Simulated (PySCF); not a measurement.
Compound: BH₄ (charge -1).
InChI=1S/BH4/h1H4/q-1

The calculation used PBE0-D3(BJ)/def2-SVP geometry optimisation, gas phase in PySCF 2.14.0.

Masses are those of the commonest isotopes; rigid-rotor values at the optimised geometry. 

Problem. What are A, B and C (GHz)?

Solution. Ia = 4.21, Ib = 4.21, Ic = 4.21 u·Å²; 505379 MHz·u·Å²/I gives 119924, 119921 and 119910 MHz, that is A = 119.92, B = 119.92, C = 119.91 GHz.

Problem. Classify the top.

Solution. A spherical top, as the point group Td requires three equal moments; the computed ones differ by 0.01 % because the geometry is symmetric only within the optimiser's tolerance.

The point group Td allows no dipole (computed: 0.00 D (about the centre of mass, as the species is charged)), so a rigid rotor has no electric-dipole lines.

Problem. Estimate the classical rotational partition function at 100 K and 298.15 K.

Solution. Point group Td, symmetry number σ = 12; q = (√π/σ)·√((kT/h)³/(ABC)), k/h = 20836.6 MHz/K: 10.7 at 100 K, 55.1 at 298.15 K.

Stationary, but not proved a minimum. The geometry's basis has no diffuse functions, a weakness for an anion. No vibrational averaging or centrifugal distortion is included, and the geometry carries the error of its method.
